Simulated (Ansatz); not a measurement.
## CdCl2 (R-3m, No. 166)

The numbers are results of PBE0 in Ansatz (plane waves, PAW), not measurements.

Settings: plane-wave cutoff 460 eV, 8×8×8 k mesh, Fermi–Dirac smearing 0.01 eV, scalar-relativistic PAW data made under PBE.

Cell (measured lattice):

```cif
data_CdCl2
_chemical_formula_sum 'Cd1 Cl2'
_space_group_name_H-M_alt 'P 1'
_space_group_IT_number 1
_cell_length_a 6.23003
_cell_length_b 6.23003
_cell_length_c 6.23003
_cell_angle_alpha 35.996
_cell_angle_beta 35.996
_cell_angle_gamma 35.996
loop_
_space_group_symop_operation_xyz
  'x, y, z'
loop_
_atom_site_label
_atom_site_type_symbol
_atom_site_fract_x
_atom_site_fract_y
_atom_site_fract_z
_atom_site_occupancy
Cd1 Cd 0.00000 0.00000 0.00000 1
Cl1 Cl 0.25000 0.25000 0.25000 1
Cl2 Cl 0.75000 0.75000 0.75000 1
```

| Item | Value |
|---|---|
| band gap | 5.52 eV (on the SCF k mesh) |
| smallest direct gap on the k points sampled | 5.72 eV |

Measured, for comparison: band gap 5.7 eV (temperature not stated, no zero-point or thermal correction, compiled measured gap; kind and temperature not stated; as tabulated in Kothakonda et al. (2022), arXiv:2208.02841).

Note: cell and atoms aren't relaxed at this level.

Spin–orbit coupling is not included.

The computed numbers hold no vibrational or temperature effects.

Ansatz is a first-principles code.
